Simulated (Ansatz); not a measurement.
Coupled-cluster run, `NC(F)OCF`.

```yaml
crystal:
  periodic: [false, false, false]
  atoms:
    - {symbol: N, position_ang: [-0.004132, -1.846916, -0.470830]}
    - {symbol: C, position_ang: [0.279977, -0.620889, 0.130346]}
    - {symbol: F, position_ang: [1.605468, -0.200414, -0.083092]}
    - {symbol: O, position_ang: [-0.552668, 0.328073, -0.435869]}
    - {symbol: C, position_ang: [-0.489215, 1.581956, 0.133424]}
    - {symbol: F, position_ang: [-1.098155, 1.580868, 1.367329]}
    - {symbol: H, position_ang: [0.588856, -2.583263, -0.117523]}
    - {symbol: H, position_ang: [0.065246, -1.787627, -1.478638]}
    - {symbol: H, position_ang: [0.174063, -0.673332, 1.217423]}
    - {symbol: H, position_ang: [0.542231, 1.912913, 0.279579]}
    - {symbol: H, position_ang: [-1.046171, 2.251931, -0.521550]}
basis:
  gaussian: {orbitals: def2-SVP}
correlation: {method: ccsd_t}
```

```sh
$ ansatz run in.yaml --threads 4 --pin off --events-out ev --progress --plain --max-ram 10444MiB
```

The program prints (abridged):

```
Functional definition: HF
1080 factors; integrals over basis functions are off by at most 1.5e-3 eV
mean field evaluation 1: about -11057.9406 eV, gradient 4.3e1 eV
mean field evaluation 2: about -11058.1133 eV, gradient 4.3e1 eV
mean field evaluation 4: about -11061.8802 eV, gradient 3.6e0 eV
mean field evaluation 8: about -11061.9273 eV, gradient 2.4e-1 eV
mean field -11061.92757966 eV, -406.5183405087 hartree, gradient 1.7e-6 eV, S^2 0.000000; 0 other end points of the search recorded, 0 dependent functions left out
6 core orbitals not correlated: weight in the atoms' cores, before any rotation towards them, 1.000 or more for the frozen orbitals, at most 0.000 for the correlated occupied ones
reference -11061.92757966 eV, -406.5183405087 hartree; 19, 19 occupied and 84, 84 virtual orbitals, 1080 factors
second order -26.91748982 eV of doubles, -0.00000000 eV of singles
cycle   1  -27.24830639 eV  change   -3.3e-1 eV  update   1.1e-1
cycle   2  -27.83538007 eV  change   -5.9e-1 eV  update   2.9e-2
cycle   3  -27.98303404 eV  change   -1.5e-1 eV  update   1.4e-2
cycle   4  -27.97562748 eV  change    7.4e-3 eV  update   2.8e-3
cycle   5  -27.97466440 eV  change    9.6e-4 eV  update   1.2e-3
cycle   6  -27.97514430 eV  change   -4.8e-4 eV  update   3.6e-4
cycle   7  -27.97485844 eV  change    2.9e-4 eV  update   1.1e-4
cycle   8  -27.97476918 eV  change    8.9e-5 eV  update   3.6e-5
cycle   9  -27.97477997 eV  change   -1.1e-5 eV  update   1.2e-5
perturbative correction -0.64168645 eV, -0.0235815420 hartree
Total energy: -11090.54404608 eV, -407.5699762528 hartree
```

It took 8 s on 4 threads of an Intel Xeon Platinum 8488C on a shared host, with 0.66 GiB of host memory at the peak.

The correlation energy is -28.616 eV, 2.2 % of it from (T); the T1 diagnostic reads 0.0111.
